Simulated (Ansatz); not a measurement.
## Reading a saddle point

A first-order saddle point of CH$_{5}$AlO, closed shell, PBE0-D4/def2-TZVP, with one imaginary mode of 1490i cm⁻¹:

Al1  (-0.523, -0.846, 0.046)
O2  (0.045, -0.721, -1.724)
H3  (-0.231, -1.910, -1.284)
C4  (-0.118, 0.747, 1.124)
H5  (0.891, -0.491, -2.140)
H6  (-0.609, 0.756, 2.100)
H7  (0.963, 0.813, 1.296)
H8  (-0.418, 1.652, 0.581)
(Å)

Computed with Ansatz 0.2.0 (basis: def2-TZVPP and def2-QZVPP); correlated methods freeze the cores. Extrapolation: Hartree–Fock as exp(−7.88 √X), correlation as X^−2.97.

(1) Which contacts change along the imaginary mode, and what lies on either side? (A judgement: the text doesn't fix the answer.)

(2) Which side is lower, and how far does the saddle lie above each? (To be estimated.)

T1 diagnostic: at most 0.017. The restricted Hartree–Fock reference is unstable towards an unrestricted one at one or more of these structures. The start structure is not quite a true minimum (one mode of 27i cm⁻¹).

## Answers

(1) The calculation gives: The step is CH₅AlO ([CH3][AlH][OH]) → CH₃Al ([CH3][Al]) + H₂O (still joined by a long Al–O bond), with the molecules in contact on both sides. Shortening one way: O2–H3; lengthening the same way: Al1–O2, Al1–H3.
```json
{"pair": "O2–H3", "one side (Å)": "2.76", "saddle (Å)": "1.30", "other side (Å)": "0.96"}
{"pair": "Al1–O2", "one side (Å)": "1.70", "saddle (Å)": "1.86", "other side (Å)": "2.16"}
{"pair": "Al1–H3", "one side (Å)": "1.58", "saddle (Å)": "1.73", "other side (Å)": "2.77"}
```

(2) The calculation gives: The side with Al1–O2, Al1–H3 short is lower by 2.182 eV; the saddle lies 3.287 eV above it and 1.105 eV above the other (CCSD(T) at an estimated basis limit (MP2 extrapolated from triple and quadruple zeta, plus CCSD(T) − MP2 in triple zeta); electronic energies).

Labels in which every atom is bracketed show which atoms are joined, not bond orders.

For scale, one of the runs: CCSD(T)/def2-TZVPP, 174 basis functions, launched by `ansatz run in.yaml --threads 2 --pin off --events-out ev --progress --plain --max-ram 4352MiB`. Time: 31 s of wall clock on 2 CPU threads of an Arm Neoverse V1; the host was shared. Peak host memory: 1.5 GiB.
